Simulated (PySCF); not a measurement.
A PySCF script (with the pyscf-properties extension) for the NMR shieldings of `FC1=CC1`, C₃H₃F, on a PBE0-D3(BJ)/def2-SVP geometry:

```python
import basis_set_exchange as bse
import numpy as np
from pyscf import gto, dft
from pyscf.prop import nmr

atoms = """
F    -0.735809    1.049698   -1.696190
C    -0.383317    0.329817   -0.666660
C    -0.632076   -0.657899    0.123627
C     0.645304    0.174806    0.366934
H    -1.209961   -1.501264    0.485487
H     1.628331   -0.257463    0.115942
H     0.684597    0.867900    1.223972
"""
names = dict.fromkeys(["F", "C", "H"], "pcSseg-1")
basis = {el: gto.basis.parse(bse.get_basis(n, elements=[el], fmt="nwchem")) for el, n in names.items()}
mol = gto.M(atom=atoms, basis=basis, charge=0, verbose=0)
mf = dft.RKS(mol, xc="PBE0")
mf.grids.level = 2
mf.grids.alignment = dft.numint.BLKSIZE   # the property module wants whole blocks of grid points
mf.conv_tol = 1e-9
mf.kernel()

calc = nmr.RKS(mf)   # GIAO
C = mf.mo_coeff
Co = C[:, mf.mo_occ > 0]
resp = mf.gen_response(singlet=True, hermi=2)
def vind(x):   # induced exchange potential for any number of trial vectors
    d = np.einsum("pi,xij,qj->xpq", C, 2 * x.reshape(-1, C.shape[1], Co.shape[1]), Co, optimize=True)
    return np.einsum("xpq,pi,qj->xij", resp(d - d.transpose(0, 2, 1)), C, Co, optimize=True).ravel()
mo1, _ = nmr.rhf.solve_mo1(calc, with_cphf=vind)
sigma = calc.kernel(mo1)
for i, s in enumerate(sigma):   # ppm
    print("%2d %-2s %9.2f" % (i, mol.atom_pure_symbol(i), np.trace(s) / 3))
```

Task: What are the results?

Result: 
```
 0 F     311.82
 1 C      32.25
 2 C     111.79
 3 C     163.29
 4 H      26.13
 5 H      29.21
 6 H      29.21
```

These numbers come from an equivalent density-fitted implementation of the same equations, which agrees with the script to about 0.01 ppm for H and up to a few tenths of a ppm for heavy atoms, so last digits may differ.

Task: Turn these shieldings into chemical shifts. References, each an isolated molecule treated in the same way: 19F (σref 177.25) against CFCl3; 13C (σref 184.41) and 1H (σref 31.27) vs TMS.

Result: Averaging equivalent atoms: F 0: -134.6; C 1: 152.2; C 2: 72.6; C 3: 21.1; H 4: 5.13; H 5/6: 2.06 ppm. Unscaled 19F shifts against computed CFCl3 carry errors that often reach 10 to 50 ppm.

Size and cost of the density-fitted run: 83 basis functions, 3.3 s wall time on 1 thread of an x86-64 server CPU, shared host.
